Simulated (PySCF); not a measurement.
# Electron affinity of Cl by level of theory

Cl⁻ [Ar] (1S) → Cl [Ne] 3s2 3p5 (2P), as a difference of total energies. Computed with PySCF 2.14 in dyall-acv3z (19s12p6d4f, 113 functions), with no relativity, point nucleus. Correlated levels: valence: [Ne] frozen; virtual orbitals above 40 to 60 times the deepest correlated orbital energy dropped. The calculations carry no spin-orbit coupling.

| method | electron affinity (eV) |
| --- | --- |
| UHF | 2.370 |
| MP2 (valence) | 3.630 |
| SCS-MP2 (valence) | 3.531 |
| CCSD (valence) | 3.406 |
| CCSD(T) (valence) | 3.499 |

Q: How much does correlation contribute at CCSD(T) (valence)?

A: 3.499 − (2.370) = 1.129 eV, measured against UHF.

A first-order spin-orbit estimate (lowest level to lowest level, LS coupling) adds -0.034 eV.

Errors of the correlated levels include the incompleteness of this basis and the frozen core.

For comparison: 3.613 eV (measured; photodetachment measurements, as compiled on the Wikipedia data page of electron affinities).
